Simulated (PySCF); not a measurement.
PySCF input (M06-L/def2-TZVPD):

```python
from pyscf import gto, scf, dft

mol = gto.M(
    atom='''
    Li   -0.00000000   -0.00000000   -1.17116215
    F     0.00000000    0.00000000    0.39038738
    ''',
    basis='def2-tzvpd',
    charge=0,
    spin=0,
    verbose=4,
)

mf = dft.RKS(mol, xc='m06l').density_fit(auxbasis='def2-universal-jkfit')
mf.grids.level = 4
mf.conv_tol = 1e-9
mf.max_cycle = 100
mf.max_memory = 1500
mf.kernel()
if not mf.converged:
    mf = mf.newton()
    mf.kernel(mf.make_rdm1())
mf.analyze()
```

End of the output:

```
Extra cycle  E= -107.459256120944  delta_E= -3.69e-12  |g|= 6.65e-07  |ddm|= 1.81e-05
converged SCF energy = -107.459256120944
**** SCF Summaries ****
Total Energy =                        -107.459256120943621
Nuclear Repulsion Energy =               9.149748003728066
One-electron Energy =                 -169.381730948985478
Two-electron Energy =                   52.772726824313800
Two-electron Coulomb Energy =           65.219975937387190
DFT Exchange-Correlation Energy =      -12.447249113073392
HOMO-LUMO gap [eV] =                     4.698802611405399
**** MO energy ****
MO #1   energy= -24.3210858977387  occ= 2
MO #2   energy= -1.91785293424027  occ= 2
MO #3   energy= -0.97059509071552  occ= 2
MO #4   energy= -0.239075730289735 occ= 2
MO #5   energy= -0.226203510134997 occ= 2
MO #6   energy= -0.226203510134937 occ= 2
MO #7   energy= -0.0535256976945178 occ= 0
MO #8   energy= 0.0122413903547202 occ= 0
MO #9   energy= 0.0122413903547577 occ= 0
MO #10  energy= 0.0324613497391225 occ= 0
MO #11  energy= 0.0705389675703708 occ= 0
MO #12  energy= 0.0956163553613187 occ= 0
MO #13  energy= 0.0956163553613583 occ= 0
MO #14  energy= 0.159649070995392  occ= 0
MO #15  energy= 0.174648162086562  occ= 0
MO #16  energy= 0.176915362451615  occ= 0
MO #17  energy= 0.176915362451752  occ= 0
MO #18  energy= 0.347451323378593  occ= 0
MO #19  energy= 0.473086092305201  occ= 0
MO #20  energy= 0.473086092305224  occ= 0
MO #21  energy= 0.525993453061437  occ= 0
MO #22  energy= 0.525993687501328  occ= 0
MO #23  energy= 0.645960858750129  occ= 0
MO #24  energy= 0.713566107258054  occ= 0
MO #25  energy= 0.734307876794254  occ= 0
MO #26  energy= 0.734307876794359  occ= 0
MO #27  energy= 0.790346223323081  occ= 0
MO #28  energy= 0.790346223323121  occ= 0
MO #29  energy= 0.903020022837609  occ= 0
MO #30  energy= 1.13428701054416   occ= 0
MO #31  energy= 1.80801113965959   occ= 0
MO #32  energy= 2.37192175493578   occ= 0
MO #33  energy= 2.3719547390918    occ= 0
MO #34  energy= 2.38341714228196   occ= 0
MO #35  energy= 2.3834171422821    occ= 0
MO #36  energy= 2.57885821879021   occ= 0
MO #37  energy= 3.51483574618072   occ= 0
MO #38  energy= 3.51483574618076   occ= 0
MO #39  energy= 3.53569602939334   occ= 0
MO #40  energy= 4.25575700300579   occ= 0
MO #41  energy= 5.8727765879304    occ= 0
MO #42  energy= 5.87277658793042   occ= 0
MO #43  energy= 6.0569016734176    occ= 0
MO #44  energy= 7.16728382991867   occ= 0
MO #45  energy= 7.16756673232842   occ= 0
MO #46  energy= 7.1780675457317    occ= 0
MO #47  energy= 7.17806754573174   occ= 0
MO #48  energy= 7.17935587176239   occ= 0
MO #49  energy= 7.17935587176241   occ= 0
MO #50  energy= 7.28710887431923   occ= 0
MO #51  energy= 8.7348770276006    occ= 0
MO #52  energy= 8.73513671845252   occ= 0
MO #53  energy= 8.7548094647793    occ= 0
MO #54  energy= 8.75480946477938   occ= 0
MO #55  energy= 8.84471958222047   occ= 0
MO #56  energy= 14.8161318273509   occ= 0
MO #57  energy= 57.2808826012224   occ= 0
 ** Mulliken pop on meta-lowdin orthogonal AOs  **
 ** Mulliken pop  **
pop of  0 Li 1s           1.99949
pop of  0 Li 2s           0.05109
pop of  0 Li 3s           0.00001
pop of  0 Li 4s           0.00020
pop of  0 Li 5s           0.00002
pop of  0 Li 2px          0.00764
pop of  0 Li 2py          0.00764
pop of  0 Li 2pz          0.00459
pop of  0 Li 3px          0.00284
pop of  0 Li 3py          0.00284
pop of  0 Li 3pz          0.00899
pop of  0 Li 4px          0.00021
pop of  0 Li 4py          0.00021
pop of  0 Li 4pz          0.00001
pop of  0 Li 5px          0.00033
pop of  0 Li 5py          0.00033
pop of  0 Li 5pz          0.00308
pop of  1 F 1s            1.99998
pop of  1 F 2s            1.95439
pop of  1 F 3s            0.00149
pop of  1 F 4s            0.00008
pop of  1 F 5s            0.00010
pop of  1 F 6s            0.00015
pop of  1 F 2px           1.96795
pop of  1 F 2py           1.96795
pop of  1 F 2pz           1.96613
pop of  1 F 3px           0.01579
pop of  1 F 3py           0.01579
pop of  1 F 3pz           0.00649
pop of  1 F 4px           0.00001
pop of  1 F 4py           0.00001
pop of  1 F 4pz           0.00131
pop of  1 F 5px           0.00054
pop of  1 F 5py           0.00054
pop of  1 F 5pz           0.00120
pop of  1 F 3dxy          0.00000
pop of  1 F 3dyz          0.00148
pop of  1 F 3dz^2         0.00092
pop of  1 F 3dxz          0.00148
pop of  1 F 3dx2-y2       0.00000
pop of  1 F 4dxy          0.00000
pop of  1 F 4dyz          0.00173
pop of  1 F 4dz^2         0.00011
pop of  1 F 4dxz          0.00173
pop of  1 F 4dx2-y2       0.00000
pop of  1 F 5dxy          0.00000
pop of  1 F 5dyz          0.00147
pop of  1 F 5dz^2         0.00014
pop of  1 F 5dxz          0.00147
pop of  1 F 5dx2-y2       0.00000
pop of  1 F 4f-3          0.00000
pop of  1 F 4f-2          0.00000
pop of  1 F 4f-1          0.00001
pop of  1 F 4f+0          0.00001
pop of  1 F 4f+1          0.00001
pop of  1 F 4f+2          0.00000
pop of  1 F 4f+3          0.00000
 ** Mulliken atomic charges  **
charge of    0Li =      0.91047
charge of    1F =     -0.91047
Dipole moment(X, Y, Z, Debye): -0.00000,  0.00000, -6.23393
```
